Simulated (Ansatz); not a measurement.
in.yaml

```yaml
crystal:
  periodic: [false, false, false]
  atoms:
    - {symbol: B, position_ang: [0.000000, 0.000000, 0.000000]}
    - {symbol: B, position_ang: [0.000000, 0.000000, 1.561787]}
basis:
  gaussian: {orbitals: cc-pVDZ}
total_charge: 1
magnetization: {spin_polarized: false, initial_magnetization: 1}
correlation: {active_space: {window: {electrons: 1, orbitals: 9}, states: [{multiplicity: 2, weights: [0.5, 0.5, 1, 1]}], root: 3}}
output: {forces: true}
```

```sh
$ ansatz run in.yaml --threads 1 --pin off --events-out ev --progress --plain --max-ram 2393MiB
```

The program prints:

```
487 factors; integrals over basis functions are off by at most 1.5e-7 eV
mean field evaluation 1: about -1326.2669 eV, gradient 4.8e0 eV
mean field evaluation 2: about -1326.2685 eV, gradient 4.8e0 eV
mean field evaluation 4: about -1326.4481 eV, gradient 3.9e-1 eV
mean field evaluation 8: about -1326.4496 eV, gradient 1.1e-6 eV
mean field evaluation 16: about -1326.5274 eV, gradient 5.6e-1 eV
mean field evaluation 32: about -1326.6194 eV, gradient 8.1e-2 eV
mean field evaluation 64: about -1326.4496 eV, gradient 2.8e-2 eV
mean field evaluation 96: about -1326.1435 eV, gradient 6.3e0 eV
mean field evaluation 128: about -1326.4496 eV, gradient 4.3e-4 eV
mean field -1326.62013538 eV, -48.7523907597 hartree, gradient 1.2e-6 eV, S^2 0.750000; 13 other end points of the search recorded, 0 dependent functions left out
reference -1326.62013538 eV, -48.7523907597 hartree; 5, 4 occupied and 23, 24 virtual orbitals, 487 factors
state -1326.49615810 eV, -48.7478346789 hartree
state -1326.43127685 eV, -48.7454503368 hartree
state -1326.43053273 eV, -48.7454229910 hartree
state -1320.31922774 eV, -48.5208366751 hartree
the calculation of the forces begins
Total energy: -1320.31922774 eV, -48.5208366751 hartree
Atom 0 at     0.000000     0.000000     0.000000 Å, force     0.000000    -0.000000   -14.268554 eV/Å
Atom 1 at     0.000000     0.000000     1.561787 Å, force    -0.000000     0.000000    14.268554 eV/Å
Dipole moment:     0.000000     0.000000     0.000000 e Å
```

Natural occupations, averaged over the states: 0.3333 0.3333 0.1667 0.1667 0.0000 0.0000 0.0000 0.0000 0.0000.

Before any correction even the lowest state lies above the reference determinant, by 0.12 eV, so the averaged orbitals or the space serve it badly.

Forces (eV/Å):
```
B     0.000   0.000 -14.269
B     0.000   0.000  14.269
```

Ran on 1 thread of Intel Xeon Platinum 8375C, shared host: 1.5 s wall, 0.19 GiB peak host memory.
